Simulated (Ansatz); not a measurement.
Structure relaxation of WC3

These are results of DFT PBE, scalar-relativistic, plane waves, PAW in Ansatz 0.2.0, not measurements. Cutoff 420 eV, Γ-centred k mesh, Gaussian smearing, no spin polarisation in the final step.

The start is a random cell of WC3 without symmetry, drawn with lower limits on the distances.

```
W C
1.0
     4.27437    0.00000    0.00000
     0.86071    3.03141    0.00000
    -0.36745    0.46889    3.60556
W C
1 3
Direct
  0.74369 0.93211 0.00922
  0.69477 0.86499 0.49137
  0.20136 0.80816 0.63761
  0.91674 0.56916 0.66003
```

Steps on the 4×6×6 mesh (4 atoms). 11 of 23 steps are shown, and the free energy counts from the last. Trial steps that were taken back and renewals of the plane-wave basis can be among the rows.

```csv
step,ΔF (meV/atom),V (Å³/atom),P (GPa),largest force component (eV/Å)
1,2315.7,11.68,40.50,12.396
3,1195.4,11.17,-2.91,1.729
5,759.8,10.42,10.65,3.143
7,221.9,11.53,-7.69,2.544
9,53.1,10.88,-2.46,0.594
11,32.9,10.36,1.12,0.505
13,16.3,9.81,6.41,0.547
15,6.2,10.12,-0.66,0.113
17,3.6,10.04,0.21,0.052
19,0.3,10.05,0.39,0.017
23,0.0,10.06,-0.02,0.031
```

A final relaxation ran on a 16×12×12 mesh. The relaxed crystal, Pmm2 (No. 25):

Space group Pmm2 (No. 25). a = 2.855 Å, b = 3.729 Å, c = 3.784 Å, α = 90.00°, β = 90.00°, γ = 90.00°
```json
{"atom": "W", "site": "1b", "symmetry": "mm2", "x": "0.0000", "y": "0.5000", "z": "0.0206"}
{"atom": "C", "site": "1d", "symmetry": "mm2", "x": "0.5000", "y": "0.5000", "z": "0.5637"}
{"atom": "C", "site": "2h", "symmetry": "m..", "x": "0.5000", "y": "0.1909", "z": "0.3088"}
```

```json
{
 "Volume per atom": "10.07 Å³",
 "Density": "9.07 g/cm³",
 "Energy over the elements": "0.79 eV/atom",
 "Gap on the 16×12×12 mesh": "0 eV (a metal)"
}
```

The zero of energy is the elements' standard structures at the same level; no fitted shifts are applied.

The final run used a 16×12×12 mesh on its 4-atom cell and 0.10 eV smearing. For metals, differences of a few meV/atom aren't resolved. Spin–orbit coupling is left out.

A structure relaxed within its symmetry needn't be a true minimum.